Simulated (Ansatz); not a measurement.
# One shape, several levels: singlet CH5Si+

Wanted: a comparison of 5 runs (HF/STO-3G, B3LYP/aug-cc-pVDZ, BLYP/aug-cc-pVDZ, CAM-B3LYP/aug-cc-pVDZ, r2SCAN0/aug-cc-pVDZ) of singlet CH5Si+. 

The results are computed with Ansatz 0.2.0.

50 further runs of the same task are left out: 50 set aside as unsound or not needed.

## Step 1: Starting point

CH5Si+ has 7 atoms, charge +1, and is taken as a singlet. As SMILES of the parent species, `C[SiH2]`. Geometry: relaxed at PBE0-D4/def2-TZVP. That shape belongs to the parent species and isn't relaxed for this state.

Bond lengths: C1–Si2 1.875 Å, C1–H3 1.094 Å, C1–H4 1.092 Å, C1–H5 1.092 Å, Si2–H6 1.491 Å, Si2–H7 1.490 Å. Angles: C1–Si2–H6 111.8°, C1–Si2–H7 111.8°, Si2–C1–H3 110.5°, Si2–C1–H4 110.8°, Si2–C1–H5 110.8°, H6–Si2–H7 109.5°, H3–C1–H4 108.1°, H3–C1–H5 108.2°, H4–C1–H5 108.3°.

## Step 2: A single-point energy at HF/STO-3G (run 1)

Input file molecule.yaml:

```yaml
basis:
  gaussian: {orbitals: STO-3G}
crystal:
  periodic: [false, false, false]
  atoms:
    - symbol: C
      position_ang: [-0.122600, -0.803200, 0.095200]
    - symbol: Si
      position_ang: [0.176200, 1.034800, 0.314000]
    - symbol: H
      position_ang: [-0.204800, -1.054900, -0.966600]
    - symbol: H
      position_ang: [0.699200, -1.383300, 0.519500]
    - symbol: H
      position_ang: [-1.047100, -1.107700, 0.589500]
    - symbol: H
      position_ang: [-0.951500, 1.846400, -0.225700]
    - symbol: H
      position_ang: [1.450600, 1.468000, -0.326000]
total_charge: 1
hamiltonian: {xc: hf}
accuracy: high
output: {orbitals: {seedname: orbitals}}
```

Run with:

```
$ ansatz run molecule.yaml --threads 1 --pin off --max-ram 3480MiB --events-out events.jsonl --progress --plain --runs-dir runs
```

What it wrote:

```text
Warning: RAYON_NUM_THREADS=1 ignored (pool sized by the plan → 1); use --threads N
Functional definition: HF
  name "HF"
  exchange = exact_x
  correlation = 0
334 factors; integrals over basis functions are off by at most 8.5e-9 eV
mean field evaluation 1: about -8860.5437 eV, gradient 1.7e1 eV
mean field evaluation 2: about -8860.5728 eV, gradient 1.7e1 eV
mean field evaluation 4: about -8861.7339 eV, gradient 1.0e0 eV
mean field evaluation 8: about -8861.7407 eV, gradient 2.5e-6 eV
mean field -8861.74073086 eV, -325.6629651556 hartree, gradient 7.0e-8 eV, S^2 0.000000; 0 other end points of the search recorded, 0 dependent functions left out
reference -8861.74073086 eV, -325.6629651556 hartree; 12, 12 occupied and 7, 7 virtual orbitals, 334 factors
Total energy: -8861.74073086 eV, -325.6629651556 hartree
```

Wall time 0.16 s (1 thread of Intel Xeon Platinum 8259CL at 2.50GHz (Skylake/Cascade Lake), shared host).

## Step 3: A single-point energy at B3LYP/aug-cc-pVDZ (run 2)

Input file in.yaml:

```yaml
crystal:
  periodic: [false, false, false]
  atoms:
    - {symbol: C, position_ang: [-0.122600, -0.803200, 0.095200]}
    - {symbol: Si, position_ang: [0.176200, 1.034800, 0.314000]}
    - {symbol: H, position_ang: [-0.204800, -1.054900, -0.966600]}
    - {symbol: H, position_ang: [0.699200, -1.383300, 0.519500]}
    - {symbol: H, position_ang: [-1.047100, -1.107700, 0.589500]}
    - {symbol: H, position_ang: [-0.951500, 1.846400, -0.225700]}
    - {symbol: H, position_ang: [1.450600, 1.468000, -0.326000]}
basis:
  gaussian:
    orbitals: aug-cc-pVDZ
total_charge: 1
hamiltonian:
  xc: {name: B3LYP}
accuracy: high
output: {orbitals: {seedname: orbitals}}
```

Run with:

```
$ ansatz run in.yaml --threads 1 --pin off --max-ram 3480MiB --events-out events.jsonl --progress --plain --runs-dir runs
```

What it wrote:

```text
Warning: RAYON_NUM_THREADS=1 ignored (pool sized by the plan → 1); use --threads N
Functional definition: B3LYP
  name "B3LYP"
  parameter a0 = 0.2
  parameter ax = 0.72
  parameter ac = 0.81
  exchange = (1 - a0 - ax)*slater_x + ax*b88_x + a0*exact_x
  correlation = (1 - ac)*vwn_rpa_c + ac*lyp_c
1900 factors; integrals over basis functions are off by at most 3.9e-9 eV
mean field evaluation 1: about -8973.1365 eV, gradient 7.6e1 eV
mean field evaluation 2: about -8939.3738 eV, gradient 1.1e2 eV
mean field evaluation 4: about -8987.1865 eV, gradient 5.0e0 eV
mean field evaluation 8: about -8987.2673 eV, gradient 4.5e-2 eV
mean field evaluation 16: about -8987.2673 eV, gradient 1.6e-6 eV
mean field -8987.26733703 eV, -330.2759828474 hartree, gradient 1.7e-8 eV, S^2 0.000000; 0 other end points of the search recorded, 0 dependent functions left out
reference -8987.26739343 eV, -330.2759849198 hartree; 12, 12 occupied and 83, 83 virtual orbitals, 1900 factors
Total energy: -8987.26739343 eV, -330.2759849198 hartree
```

Run time: 7.2 s. Hardware: 1 thread of Intel Xeon Platinum 8259CL at 2.50GHz (Skylake/Cascade Lake), shared host; peak memory 0.28 GiB.

## Step 4: The energy at BLYP/aug-cc-pVDZ (run 3)

Input file molecule.yaml:

```yaml
crystal:
  periodic: [false, false, false]
  atoms:
    - {symbol: C, position_ang: [-0.122600, -0.803200, 0.095200]}
    - {symbol: Si, position_ang: [0.176200, 1.034800, 0.314000]}
    - {symbol: H, position_ang: [-0.204800, -1.054900, -0.966600]}
    - {symbol: H, position_ang: [0.699200, -1.383300, 0.519500]}
    - {symbol: H, position_ang: [-1.047100, -1.107700, 0.589500]}
    - {symbol: H, position_ang: [-0.951500, 1.846400, -0.225700]}
    - {symbol: H, position_ang: [1.450600, 1.468000, -0.326000]}
basis:
  gaussian: {orbitals: aug-cc-pVDZ}
total_charge: 1
magnetization: {spin_polarized: false}
hamiltonian: {xc: {name: BLYP}}
accuracy: high
output: {orbitals: {seedname: orbitals}}
```

Run with:

```
$ ansatz run molecule.yaml --threads 1 --pin off --max-ram 3480MiB --events-out events.jsonl --progress --plain --runs-dir runs
```

What it wrote:

```text
Warning: RAYON_NUM_THREADS=1 ignored (pool sized by the plan → 1); use --threads N
Functional definition: BLYP
  name "BLYP"
  parameter beta = 0.0042
  parameter a = 0.04918
  parameter b = 0.132
  parameter c = 0.2533
  parameter d = 0.349
  exchange = b88_x(beta = beta)
  correlation = lyp_c(a = a, b = b, c = c, d = d)
1900 factors; integrals over basis functions are off by at most 3.9e-9 eV
mean field evaluation 1: about -8966.9912 eV, gradient 8.7e1 eV
mean field evaluation 2: about -8898.4011 eV, gradient 1.3e2 eV
mean field evaluation 4: about -8985.4924 eV, gradient 8.9e0 eV
mean field evaluation 8: about -8985.7411 eV, gradient 1.6e-1 eV
mean field evaluation 16: about -8985.7412 eV, gradient 2.9e-6 eV
mean field -8985.74122760 eV, -330.2198993602 hartree, gradient 2.7e-8 eV, S^2 0.000000; 0 other end points of the search recorded, 0 dependent functions left out
reference -8985.74130454 eV, -330.2199021877 hartree; 12, 12 occupied and 83, 83 virtual orbitals, 1900 factors
Total energy: -8985.74130454 eV, -330.2199021877 hartree
```

It took 7.2 s on 1 thread of Intel Xeon Platinum 8259CL at 2.50GHz (Skylake/Cascade Lake), shared host; peak memory 0.25 GiB.

Run 4 isn't shown in full; the table further down has it.

## Step 5: A single-point energy at r2SCAN0/aug-cc-pVDZ (run 5)

molecule.yaml, as its differences from that of step 4:

```diff
@@ -13,4 +13,3 @@
 total_charge: 1
-magnetization: {spin_polarized: false}
-hamiltonian: {xc: {name: BLYP}}
+hamiltonian: {xc: {name: r2SCAN0}}
 accuracy: high
```

Run with:

```
$ ansatz run molecule.yaml --threads 1 --pin off --max-ram 3480MiB --events-out events.jsonl --progress --plain --runs-dir runs
```

What it wrote:

```text
Warning: RAYON_NUM_THREADS=1 ignored (pool sized by the plan → 1); use --threads N
Functional definition: r2SCAN0
  name "r2SCAN0"
  parameter a = 0.25
  parameter k0 = 0.174
  parameter k1 = 0.065
  parameter a1 = 4.9479
  exchange = (1 - a)*r2scan_x(k0 = k0, k1 = k1, a1 = a1) + a*exact_x
  correlation = r2scan_c
1900 factors; integrals over basis functions are off by at most 3.9e-9 eV
mean field evaluation 1: about -8973.7960 eV, gradient 6.7e1 eV
mean field evaluation 2: about -8961.4457 eV, gradient 8.2e1 eV
mean field evaluation 4: about -8984.8114 eV, gradient 2.9e0 eV
mean field evaluation 8: about -8984.8374 eV, gradient 1.5e-2 eV
mean field evaluation 16: about -8984.8374 eV, gradient 4.0e-7 eV
mean field -8984.83735802 eV, -330.1866827657 hartree, gradient 1.1e-8 eV, S^2 0.000000; 0 other end points of the search recorded, 0 dependent functions left out
reference -8984.83736054 eV, -330.1866828585 hartree; 12, 12 occupied and 83, 83 virtual orbitals, 1900 factors
Total energy: -8984.83736054 eV, -330.1866828585 hartree
```

Run time: 9.6 s. Hardware: 1 thread of Intel Xeon Platinum 8259CL at 2.50GHz (Skylake/Cascade Lake), shared host; peak memory 0.32 GiB.

## Step 6: Overview of the runs

| run | level | energy (Eh) | HOMO energy (eV) | LUMO energy (eV) | HOMO–LUMO gap (eV) | wall time |
| --- | --- | --- | --- | --- | --- | --- |
| 1 | HF/STO-3G | -325.662965 | -18.08 | -4.68 | 13.40 | 0.16 s |
| 2 | B3LYP/aug-cc-pVDZ | -330.275985 | -15.66 | -10.66 | 4.99 | 7.2 s |
| 3 | BLYP/aug-cc-pVDZ | -330.219902 | -14.47 | -11.24 | 3.24 | 7.2 s |
| 4 | CAM-B3LYP/aug-cc-pVDZ | -330.224808 | -17.25 | -9.30 | 7.96 | 8.4 s |
| 5 | r2SCAN0/aug-cc-pVDZ | -330.186683 | -16.05 | -10.23 | 5.82 | 9.6 s |

## Step 7: Summary of results

| quantity | value |
| --- | --- |
| run 5: total energy | -330.18668 Eh |
| run 5: HOMO energy | -16.05 eV |
| run 5: LUMO energy | -10.23 eV |
| run 5: HOMO–LUMO gap | 5.82 eV |

In words: The HOMO–LUMO gap runs from 3.24 eV (BLYP/aug-cc-pVDZ) to 13.40 eV (HF/STO-3G). The two ends differ in method and basis. Totals of different functionals can't be ranked against each other. In run 1 the basis is minimal, so the values are rough. All runs together took 33 s, the longest 9.6 s.
